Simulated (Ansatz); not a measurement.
# CHAlN+ (triplet): the correlation ladder, cc-pVDZ

The task here is to estimate one member of a computed series from the others.

Computed with Ansatz 0.2.0, Gaussian basis. Level: cc-pVDZ, core rule «outside noble gas», up to 7 orbitals frozen.

Plan: UHF; CCSD(T) on ROHF; CCSD(T) on UHF; BCCD(T) on ROHF; CISD as a restricted active space (open shells left free, so some higher excitations enter); CCSDT(Q) on ROHF; CCSDT(Q) on UHF.

17 further runs of the same task are left out: 3 that didn't finish, 14 set aside as unsound or not needed. Runs told in other sessions of the task aren't counted.

## The system

The geometry is a PBE0/def2-TZVP stationary point (not a proven minimum) of the parent state, kept for this charge and spin.

4 atoms, charge 1, spin multiplicity 3.

Atoms are counted from 1 here; the program's logs count them from 0.

Bond lengths: Al1–C2 2.001 Å, C2–N3 1.208 Å, N3–H4 1.022 Å. Angles: Al1–C2–N3 172.8°, C2–N3–H4 124.4°.

Set-up of the first run:

File in.yaml:

```yaml
crystal:
  periodic: [false, false, false]
  atoms:
    - {symbol: Al, position_ang: [-0.000010, -0.130819, 2.269156]}
    - {symbol: C, position_ang: [0.000100, -0.117705, 0.267760]}
    - {symbol: N, position_ang: [-0.000031, -0.260415, -0.931731]}
    - {symbol: H, position_ang: [-0.000059, 0.508939, -1.605185]}
basis:
  gaussian: {orbitals: cc-pVDZ}
total_charge: 1
magnetization: {spin_polarized: true, initial_magnetization: 2}
hamiltonian: {xc: hf}
output: {orbitals: {seedname: orbitals}}
```

Started as:

```console
ansatz run in.yaml --threads 1 --pin off --events-out ev --progress --plain --max-ram 2393MiB
```

Among the steps run: UHF; CCSD(T) on ROHF; CCSD(T) on UHF; BCCD(T) on ROHF; CISD as a restricted active space (open shells left free, so some higher excitations enter); CCSDT(Q) on ROHF; CCSDT(Q) on UHF.

One table of the session follows, with a row left open; its other results are not shown here.

It belongs to the step «Misses and costs». 

```
   method  from UCCSDT(Q) (kJ/mol)
     ROHF                   +881.3
      UHF                   +877.9
     RMP2                    +90.2
     UMP2                    +94.3
     CISD                        ?
    RCCSD                    +46.1
    UCCSD                    +45.6
 RCCSD(T)                     +6.9
 UCCSD(T)                     +6.8
  BCCD(T)                     +6.7
   RCCSDT                     +4.4
   UCCSDT                     +4.2
RCCSDT(Q)                     +0.5
UCCSDT(Q)                        0
```

**Question.** Estimate the row for CISD.

**Answer.** from UCCSDT(Q) (kJ/mol): +119.8. In the column «from UCCSDT(Q) (kJ/mol)» it lies between UMP2 (+94.3) and UHF (+877.9).

Limits of these values: Restricted and unrestricted rows rest on different reference determinants; a gap between their highest levels can come from leftover correlation error, from unlike frozen cores or from another state.
